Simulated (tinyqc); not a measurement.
Inside a calculation. Method: Pariser-Parr-Pople SCF with singles CI, for the molecule NC1=CC(N)=C1 (SMILES; centres numbered as the heavy atoms are written). One step of it, computed by the program tinyqc.

Problem. Iteration 3: Fock matrix. F_rr = H_rr + P_rr gamma_rr / 2 + sum_(s != r) P_ss gamma_rs; F_rs = H_rs - P_rs gamma_rs / 2; E = tr P (H + F) / 2 + core repulsion sum_(r<s) z_r z_s gamma_rs.

P after iteration 2:
```
,1N,2C,3C,4C,5N,6C
1N,1.675948,0.614408,-0.163371,-0.266595,0.202838,-0.163371
2C,0.614408,0.764433,0.468781,0.237543,-0.266595,0.468781
3C,-0.163371,0.468781,1.559619,0.468781,-0.163371,-0.440381
4C,-0.266595,0.237543,0.468781,0.764433,0.614408,0.468781
5N,0.202838,-0.266595,-0.163371,0.614408,1.675948,-0.163371
6C,-0.163371,0.468781,-0.440381,0.468781,-0.163371,1.559619
```

core matrix H (eV):
```
,1N,2C,3C,4C,5N,6C
1N,-54.228275,-2.240000,0.000000,0.000000,0.000000,0.000000
2C,-2.240000,-57.068420,-2.390000,0.000000,0.000000,-2.390000
3C,0.000000,-2.390000,-53.038197,-2.390000,0.000000,0.000000
4C,0.000000,0.000000,-2.390000,-57.068420,-2.240000,-2.390000
5N,0.000000,0.000000,0.000000,-2.240000,-54.228275,0.000000
6C,0.000000,-2.390000,0.000000,-2.390000,0.000000,-53.038197
```

repulsion gamma_rs (eV):
```
,1N,2C,3C,4C,5N,6C
1N,16.800000,8.281656,5.170699,4.074854,2.965185,5.170699
2C,8.281656,11.130000,7.553654,6.088094,4.074854,7.553654
3C,5.170699,7.553654,11.130000,7.553654,5.170699,6.088094
4C,4.074854,6.088094,7.553654,11.130000,8.281656,7.553654
5N,2.965185,4.074854,5.170699,8.281656,16.800000,5.170699
6C,5.170699,7.553654,6.088094,7.553654,5.170699,11.130000
```

Centres (angstrom, eV; a flat drawing with bonds scaled to 1.40 angstrom):
```
centre,x,y,core charge z,W,gamma_rr
1N,2.390000,0.000000,2,25.600000,16.800000
2C,0.990000,0.000000,1,11.160000,11.130000
3C,0.000000,0.990000,1,11.160000,11.130000
4C,-0.990000,0.000000,1,11.160000,11.130000
5N,-2.390000,0.000000,2,25.600000,16.800000
6C,0.000000,-0.990000,1,11.160000,11.130000
```

Give: F; pi energy.

Solution.

F (eV):
```
,1N,2C,3C,4C,5N,6C
1N,-9.6065,-4.7842,0.4224,0.5432,-0.3007,0.4224
2C,-4.7842,-3.8899,-4.1605,-0.7231,0.5432,-4.1605
3C,0.4224,-4.1605,-5.9836,-4.1605,0.4224,1.3405
4C,0.5432,-0.7231,-4.1605,-3.8899,-4.7842,-4.1605
5N,-0.3007,0.5432,0.4224,-4.7842,-9.6065,0.4224
6C,0.4224,-4.1605,1.3405,-4.1605,0.4224,-5.9836
```

pi energy = -122.8938 eV
